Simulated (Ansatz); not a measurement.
Results of PBE-D3(BJ) (PAW; Ansatz, an electronic-structure program) for 2H MoTe₂.

Run with plane-wave cutoff 500 eV, 12×12×4 k mesh (along the axes of the cell as run), Fermi–Dirac smearing 0.05 eV, no spin polarisation, scalar-relativistic PAW data made under PBE.

Computed at the level's own relaxed cell.

Question: Predict the equilibrium volume per atom, lattice constant a, lattice parameter c and band gap.

Answer: 
- equilibrium volume per atom: 24.17 Å³/atom
- lattice constant a: 3.497 Å
- lattice parameter c: 13.697 Å
- band gap: 0.65 eV (on the SCF k mesh)

Measured, for comparison: band gap 1.06 ± 0.01 eV (4 K, zero-point motion not removed, indirect, absorption from ellipsometry, single crystal; as tabulated in Gulo et al. (2023), doi:10.1103/physrevmaterials.7.044001); lattice constant a 3.518 Å, lattice parameter c 13.974 Å (300 K, no zero-point or thermal correction; as tabulated in arXiv:1605.07067). Computed (rounded) less measured: lattice constant a -0.6 %, lattice parameter c -2.0 %. A static lattice is as a rule a little smaller and stiffer than an uncorrected measurement, which narrows the difference in the lattice constant a, lattice parameter c and would widen misses of the other sign.

Note: a distance lies near a switch of the dispersion term, which can move the cell.

Spin–orbit coupling is not included; with these elements it can move the gap by several tenths of an eV or more.

The computed numbers hold no vibrational or temperature effects.

Cost on a shared machine: about 4 core-minutes (a rough figure).
